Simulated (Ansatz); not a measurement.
Compare A (`COC1C=CO1`) with its isomer B (`CC(=O)/C=C\O`).

Calculated with Ansatz (gas phase, PBE0-D4/def2-TZVP geometries, no zero-point term in ΔE). CCSD(T)/CBS adds triple-zeta CCSD(T) − MP2 to the extrapolated MP2 energy (def2 sets, frozen cores). Functionals use def2-TZVPP. B3LYP here is the variant with VWN-RPA as its local correlation; programs differ in this. Each species was taken in one conformer, which may not be the lowest.

(1) Which is lower in electronic energy at CCSD(T)/CBS, and by how much? (Estimate.)

(2) Give E(B) − E(A) in kcal/mol with CCSD/def2-TZVPP, B3LYP, MP2/def2-TZVPP, CCSD(T)/def2-TZVPP, B3LYP-D4, PBE0-D4, ωB97M-V. (Best estimate.)

Largest T1 diagnostic: 0.017.

Results:

(1) Ansatz gave: B, by 51.0 kcal/mol.

(2) Computed: CCSD/def2-TZVPP -49.9, B3LYP -55.6, MP2/def2-TZVPP -52.1, CCSD(T)/def2-TZVPP -50.9, B3LYP-D4 -55.9, PBE0-D4 -53.3, ωB97M-V -51.7. None reverses the order clearly.

From PBE to PBE0 (25 % exact exchange), in def2-TZVPP and without D4, E(B) − E(A) moves by +1.8 kcal/mol.
